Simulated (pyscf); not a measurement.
Single points on ωB97X-D3(BJ)/def2-SVP structures (PySCF, gas phase).

**Question.** For the elementary gas-phase step TeH₂ (SMILES [TeH2]) + H₃C–Cd–CH₃ (SMILES [CH3][Cd][CH3]) → H₃C–Cd–TeH (SMILES [CH3][Cd][TeH]) + CH₄ (SMILES C) (singlet surface; H–Te, C–Cd broken, Cd–Te, C–H formed), what barrier and reaction energy does ωB97M-D3(BJ)/def2-TZVP give, measured from the separated reactants?

**Answer.** ΔE‡ = 20.5 kcal/mol, ΔE = -38.1 kcal/mol. Zero-point energy shifts the barrier by -0.2 kcal/mol. It is a four-centre exchange, with an imaginary mode of 1221i cm⁻¹. On the reactant side the descent ends in an adduct with a Cd–Te contact (not fully relaxed), 5.8 kcal/mol under the separated species and 21.4 kcal/mol under the saddle at ωB97X-D3(BJ)/def2-TZVP. What is counted as formed (Cd–Te) is already present as a longer contact in the reactant adduct; forming that adduct is a step of its own. At ωB97X-D3(BJ) the barrier from the zero used here is 15.6 kcal/mol. One saddle was located; it need not be the lowest between these sides. Elements past Kr carry the def2 core potentials, without spin-orbit coupling.
